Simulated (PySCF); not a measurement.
Gas-phase reaction: 3 AlOF + AlCl₃ ⇌ AlF₃ + 3 O + 3 AlCl

Method: PySCF energies (xtb for GFN2) plus ideal-gas RRHO corrections (1 bar). The comparison is the NASA 1993 polynomial table, which mixes measured and estimated data. After a fit of one offset per element over all species, the range-separated, M06-2X, PBE0/def2-QZVP and CCSD(T)/def2-TZVPP enthalpies, where run, lie to one side of the table for AlOF (+153 kJ/mol), AlCl (-22 kJ/mol): a fault of the table's entry, another state or a shared error of the levels is possible; this was not checked at source. S°(298 K) at PBE0/def2-TZVP differs from the NASA 1993 table for AlOF (+8 J/mol/K); whether the harmonic model or the table's entry is off was not settled. † marks an energy on the PBE0/def2-TZVP geometry and frequencies; other levels use their own. CCSD(T) freezes the core. Open shells (unrestricted): O (multiplicity 3, electronic degeneracy 9); the rest are closed-shell singlets. GFN2 has no spin-polarisation term. Spin-orbit splitting is ignored; it lowers the true energy and changes the entropy of O. B3LYP is the form with VWN-RPA correlation. For this reaction the table lies outside the span of B3LYP, CCSD(T), M06-2X, MP2, PBE0, r2SCAN, ωB97M-V, ωB97X-V in their largest bases here; which side is off was not settled. CCSD(T) isn't extrapolated to the basis-set limit; its ΔH°(298 K) is 1042.2 kJ in def2-SVP and 1186.0 kJ in def2-TZVPP. The harmonic model lacks anharmonicity and excited electronic states, which grow with temperature; levels with a mode under 35 cm⁻¹ are left out. The table's entry may be an old estimate for AlOF, AlCl₃, AlF₃, AlCl (not checked at source). Warning, large T1 diagnostic: AlOF (CCSD(T)/def2-SVP†, CCSD(T)/def2-TZVPP†).

log10 K (1 bar standard state):

```json
[
 {"T (K)": "600", "table": "-127.2", "B3LYP/def2-TZVP†": "-83.0", "CCSD(T)/def2-SVP†": "-69.9", "CCSD(T)/def2-TZVPP†": "-82.4", "GFN2-xTB": "-228.2"},
 {"T (K)": "800", "table": "-89.9", "B3LYP/def2-TZVP†": "-57.0", "CCSD(T)/def2-SVP†": "-47.2", "CCSD(T)/def2-TZVPP†": "-56.6", "GFN2-xTB": "-165.9"},
 {"T (K)": "1000", "table": "-67.5", "B3LYP/def2-TZVP†": "-41.4", "CCSD(T)/def2-SVP†": "-33.6", "CCSD(T)/def2-TZVPP†": "-41.1", "GFN2-xTB": "-128.5"},
 {"T (K)": "1600", "table": "-34.0", "B3LYP/def2-TZVP†": "-18.1", "CCSD(T)/def2-SVP†": "-13.2", "CCSD(T)/def2-TZVPP†": "-17.9", "GFN2-xTB": "-72.5"},
 {"T (K)": "1800", "table": "-27.8", "B3LYP/def2-TZVP†": "-13.8", "CCSD(T)/def2-SVP†": "-9.5", "CCSD(T)/def2-TZVPP†": "-13.6", "GFN2-xTB": "-62.1"}
]
```
Ten kJ in ΔG° is worth 0.87 decades in K at 600 K and 0.29 at 1800 K.
